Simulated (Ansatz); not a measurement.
hcp Tl, treated with HSE06 (Ansatz, a program for electronic structure, plane waves, PAW).

A relaxed, unreconstructed slab of the (11-20) face has 12 atoms, two equal faces of 34.086 Å² each and an energy of -137370.1716 eV. A bulk cell of 4 atoms with the same orientation and in-plane k mesh has -45790.5498 eV. Energies are extrapolated to zero smearing.

Numerical settings: plane-wave cutoff 500 eV, 6×4×1 k mesh (along the axes of the cell as run), Fermi–Dirac smearing 0.1 eV, scalar-relativistic PAW data made under PBE.

Worked out: γ = (E_slab − N E_bulk per atom)/2A = [-137370.1716 − 12 × (-45790.5498/4)]/(2 × 34.086) = 0.0217 eV/Å². With 16.022 J/m² per eV/Å² this is 0.35 J/m², or 0.74 eV per surface cell and face.

Note: exact exchange on metals is sensitive to the k mesh and can open a false gap; the run warned that the count of filled bands differs between k points; the run warned that its SCF threshold was loose for the stress; the run warned that its exchange threshold was loose for the stress.
